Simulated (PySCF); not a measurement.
HCO, optimised at PBE0/def2-TZVP:

```xyz
3

C      0.0621     0.0046    -0.1014
O      0.5314     0.2632    -1.1401
H     -0.6270    -0.8628     0.0929
```

Computed with PySCF (xtb for GFN2) and rigid-rotor harmonic-oscillator thermochemistry at 1 bar. 6-31G* has spherical d functions here. Open shells (unrestricted): HCO (multiplicity 2). GFN2 has no spin-polarisation term. B3LYP is the form with VWN-RPA correlation.

List the harmonic frequencies (cm⁻¹, unscaled) at this level and at the other levels, each on its own geometry.


- PBE0/def2-TZVP: 1110, 1971, 2681
- B3LYP/6-31G*: 1129, 1948, 2663
- GFN2-xTB: 1046, 1947, 2755
- HF/6-31G*: 1251, 2145, 2916
- PBE/def2-SVP: 1076, 1908, 2553
